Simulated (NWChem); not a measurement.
## Correlation energy of H₄Si

SMILES: [SiH4]
```xyz
5

Si     0.0000     0.0000     0.0000
H      1.2187     0.0000     0.8618
H     -1.2187     0.0000     0.8618
H      0.0000    -1.2187    -0.8618
H      0.0000     1.2187    -0.8618
```
Charge 0, spin multiplicity 1.

Everything below was run with NWChem. The geometry was optimised at PBE0/def2-SVP, a minimum by its harmonic frequencies.

Basis set: cc-pVTZ. Each correlation energy counts from its own Hartree-Fock reference.

| method | correlation energy (mHa) | difference from CCSD(T) |
|---|---|---|
| CCSD+T(CCSD) | -177.0 | -0.1 |
| CCSD | -173.1 | +3.9 |
| MP2 | -143.2 | +33.8 |
| CR-CCSD(T) | -176.5 | +0.5 |
| CCSD(T) | -176.9 | 0.0 |
| SCS-MP2 | -159.3 | +17.7 |
| RI-MP2 | -143.1 | +33.8 |
| CR-CCSD[T] | -176.6 | +0.4 |

The values span 33.9 mHa, from CCSD+T(CCSD) (lowest) to RI-MP2 (highest). 

The correlated methods keep 5 core orbitals frozen. The structure started from a generated list of species. Coupled-cluster values serve here as a point of comparison, not as the truth.
